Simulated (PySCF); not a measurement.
C-cyanomethanimine, C2H2N2.
Structure used (PBE0-D3(BJ)/def2-SVP), in Å, numbered top down from 1:
```
atom  x, y, z in Å
H1    -1.2458   -1.1286    0.0060
N2    -1.3622   -0.1094    0.0234
C3    -0.2394    0.4792    0.0029
C4     1.0480   -0.1829   -0.0409
N5     2.0667   -0.7336   -0.0770
H6    -0.2043    1.5793    0.0164
```

Method used: core-valence-separated Tamm–Dancoff BHandHLYP/aug-pcX-1 (pcseg-1 on H) in PySCF, non-relativistic, gas phase, PBE0-D3(BJ)/def2-SVP geometry. No empirical shift is added; at this level the pattern usually sits a few eV under experiment.

The lowest roots of each edge with f over 0.003 (five at most, numbered afresh; weaker and dark ones are left out), with transition dipoles (au) in the frame of the coordinates:

| root | edge | E (eV) | f | μx | μy | μz |
| --- | --- | --- | --- | --- | --- | --- |
| 1 | C | 283.17 | 0.0466 | -0.0022 | 0.0011 | -0.0819 |
| 2 | C | 283.25 | 0.0490 | 0.0022 | -0.0012 | 0.0840 |
| 3 | C | 283.90 | 0.0635 | 0.0448 | 0.0843 | 0.0000 |
| 4 | C | 287.28 | 0.0396 | -0.0022 | 0.0014 | -0.0750 |
| 5 | C | 287.89 | 0.0079 | -0.0192 | -0.0275 | 0.0001 |
| 6 | N | 395.41 | 0.0617 | 0.0021 | -0.0011 | 0.0798 |
| 7 | N | 396.50 | 0.0581 | 0.0020 | -0.0011 | 0.0774 |
| 8 | N | 397.36 | 0.0645 | 0.0388 | 0.0715 | 0.0000 |
| 9 | N | 400.50 | 0.0201 | -0.0063 | 0.0448 | 0.0008 |
| 10 | N | 402.05 | 0.0082 | -0.0161 | -0.0239 | 0.0000 |

What is the unit vector of the normal of the molecular plane, and which share of each root's |μ|² lies along it?

(-0.03, 0.01, -1.00), up to sign.

```tsv
root	core hole on	share along it	final orbital under reflection in the plane
1	C3	1.00	odd
2	C4	1.00	odd
3	C4	0.00	even
4	C4	1.00	odd
5	C3	0.00	even
6	N2	1.00	odd
7	N5	1.00	odd
8	N5	0.00	even
9	N2	0.00	even
10	N2	0.00	even
```

The 1s orbitals of atoms in the plane are even under the reflection, so light polarised along the normal reaches odd orbitals alone (the out-of-plane π set) and light polarised in the plane even ones.

For fixed molecules, how does the intensity of root 1 change when the electric field is turned 45° away from the normal of the molecular plane?

Intensity goes as (E·μ)², and μ lies along that direction, so it falls to cos²45° = 0.50 of its maximum; it vanishes at 90°.

Molecules are fixed in this frame and the field points along x. What effective strengths 3 f cos²θ do the roots have (θ between field and μ)?

root 1 (C3): 0.000, root 2 (C4): 0.000, root 3 (C4): 0.042, root 4 (C4): 0.000, root 5 (C3): 0.008, root 6 (N2): 0.000, root 7 (N5): 0.000, root 8 (N5): 0.044, root 9 (N2): 0.001, root 10 (N2): 0.008. Averaged over all orientations cos²θ is 1/3, which gives f back.

